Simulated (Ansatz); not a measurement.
Calculated with Ansatz (gas phase, PBE0-D4/def2-TZVP geometries, no zero-point term in ΔE). CBS: MP2 limit from def2 TZ/QZ plus the TZ coupled-cluster correction, frozen cores. This one scheme is used for every species. DFT in def2-TZVPP. HSE06 is defined as in plane-wave codes. One conformer a species, not always the lowest.

Reaction (substitution at a C–O bond): `C/N=C(/O)F` + H–F → `CN=C(F)F` + H₂O

```json
{"level": "revPBE-D4", "ΔE (kcal/mol)": "7.6", "difference from CCSD(T)/CBS": "-0.4"}
{"level": "BLYP-D4", "ΔE (kcal/mol)": "6.6", "difference from CCSD(T)/CBS": "-1.4"}
{"level": "r2SCAN-D4", "ΔE (kcal/mol)": "7.2", "difference from CCSD(T)/CBS": "-0.8"}
{"level": "HSE06-D4", "ΔE (kcal/mol)": "7.9", "difference from CCSD(T)/CBS": "-0.1"}
{"level": "CAM-B3LYP-D4", "ΔE (kcal/mol)": "7.0", "difference from CCSD(T)/CBS": "-1.0"}
{"level": "ωB97M-V", "ΔE (kcal/mol)": "7.0", "difference from CCSD(T)/CBS": "-1.0"}
{"level": "B2PLYP", "ΔE (kcal/mol)": "7.3", "difference from CCSD(T)/CBS": "-0.7"}
{"level": "PBE-QIDH", "ΔE (kcal/mol)": "8.5", "difference from CCSD(T)/CBS": "0.5"}
{"level": "BLYP", "ΔE (kcal/mol)": "5.8", "difference from CCSD(T)/CBS": "-2.2"}
{"level": "r2SCAN", "ΔE (kcal/mol)": "7.1", "difference from CCSD(T)/CBS": "-0.9"}
{"level": "PBE0", "ΔE (kcal/mol)": "7.6", "difference from CCSD(T)/CBS": "-0.4"}
{"level": "r2SCAN0", "ΔE (kcal/mol)": "7.7", "difference from CCSD(T)/CBS": "-0.3"}
{"level": "CAM-B3LYP", "ΔE (kcal/mol)": "6.7", "difference from CCSD(T)/CBS": "-1.3"}
{"level": "LC-ωPBE", "ΔE (kcal/mol)": "7.3", "difference from CCSD(T)/CBS": "-0.7"}
{"level": "HF/def2-TZVPP", "ΔE (kcal/mol)": "6.9", "difference from CCSD(T)/CBS": "-1.1"}
{"level": "SCS-MP2/def2-QZVPP", "ΔE (kcal/mol)": "8.1", "difference from CCSD(T)/CBS": "0.1"}
{"level": "CCSD(T)/CBS", "ΔE (kcal/mol)": "8.0", "difference from CCSD(T)/CBS": "0"}
```

(1) What do rigid-rotor, harmonic-oscillator terms from PBE0-D4/def2-TZVP frequencies (298.15 K, 1 bar) make of the CCSD(T)/CBS value? (Estimate.)

Largest T1 diagnostic among the species: 0.012.

## Answers

(1) The calculation gave: ΔZPE = -0.5 kcal/mol, ΔH = +7.7 kcal/mol, ΔS = 12 J/(mol·K), ΔG = +6.9 kcal/mol.

Leaving LDA and LC-ωPBE aside and taking each functional with its dispersion term where it has one, the values spread over 1.8 kcal/mol, from BLYP-D4 to PBE-QIDH. LDA lies +1.4 kcal/mol from PBE without D4. From BLYP to BHLYP (50 % exact exchange), in def2-TZVPP and without D4, ΔE moves by +1.3 kcal/mol. In def2-TZVPP, CCSD(T) changes the Hartree–Fock value by +0.9 kcal/mol (the triples alone add +0.2 kcal/mol) and MP2 by +2.0 kcal/mol.
